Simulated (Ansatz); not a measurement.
# SiH₃ (doublet): from Hartree-Fock to the top rungs at a displaced geometry (v1), cc-pVTZ

The task here is to estimate one member of a computed series from the others.

Method: cc-pVTZ, core rule «outside noble gas», up to 5 orbitals frozen; program: Ansatz 0.2.0, Gaussian basis.

The runs, in order: UHF; CCSD(T) on ROHF; CCSD(T) on UHF; BCCD(T) on ROHF; CCSDT(Q) on ROHF; CCSDT(Q) on UHF; CASSCF and MRCISD+Q, 7 electrons in 7 orbitals; CASSCF and NEVPT2, 7 electrons in 7 orbitals.

20 further runs of the same task are left out: 2 for a known fault of the program, 10 that didn't finish, 8 set aside as unsound or not needed.

**The geometry**

The geometry is a PBE0/def2-TZVP stationary point (not a proven minimum) with its atoms shifted at random (size 0.040 Å).

4 atoms, charge 0, spin multiplicity 2.

Atoms are counted from 1 here; the program's logs count them from 0.

Bond lengths: Si1–H2 1.482 Å, Si1–H3 1.485 Å, Si1–H4 1.522 Å. Angles: H2–Si1–H3 110.8°, H2–Si1–H4 112.8°, H3–Si1–H4 113.7°.

The first run:

Input file in.yaml:

```yaml
crystal:
  periodic: [false, false, false]
  atoms:
    - {symbol: Si, position_ang: [0.000393, -0.000301, -0.040857]}
    - {symbol: H, position_ang: [1.414817, -0.001789, 0.400844]}
    - {symbol: H, position_ang: [-0.673625, 1.262946, 0.352142]}
    - {symbol: H, position_ang: [-0.752131, -1.252768, 0.385475]}
basis:
  gaussian: {orbitals: cc-pVTZ}
magnetization: {spin_polarized: true, initial_magnetization: 1}
hamiltonian: {xc: hf}
output: {orbitals: {seedname: orbitals}}
```

Run with:

```console
$ ansatz run in.yaml --threads 1 --pin off --events-out ev --progress --plain --max-ram 2393MiB
```

Among the steps run: UHF; CCSD(T) on ROHF; CCSD(T) on UHF; BCCD(T) on ROHF; CCSDT(Q) on ROHF; CCSDT(Q) on UHF; CASSCF and MRCISD+Q, 7 electrons in 7 orbitals; CASSCF and NEVPT2, 7 electrons in 7 orbitals.

One table of the session follows, with a row left open; its other results are not shown here.

| method | from UCCSDT(Q) (meV) |
| --- | --- |
| ROHF | +4057.9 |
| UHF | +4011.2 |
| RMP2 | +843.2 |
| UMP2 | +837.3 |
| RCCSD | +122.1 |
| UCCSD | +120.4 |
| RCCSD(T) | +24.7 |
| UCCSD(T) | +23.9 |
| BCCD(T) | +24.1 |
| RCCSDT | +3.2 |
| UCCSDT | ? |
| RCCSDT(Q) | +0.9 |
| UCCSDT(Q) | 0 |
| CASSCF valence | +2872.3 |
| NEVPT2 valence | +892.5 |
| MRCISD valence | +173.3 |
| MRCISD+Q valence | +28.9 |

**Question.** Estimate the row for UCCSDT.

As computed: from UCCSDT(Q) (meV): +2.3. In the column «from UCCSDT(Q) (meV)» it lies between RCCSDT(Q) (+0.9) and RCCSDT (+3.2).

Caveats from the session: Restricted and unrestricted rows rest on different reference determinants; where their highest levels disagree by more than a few hundredths of an eV, they describe different states and don't form one ladder.
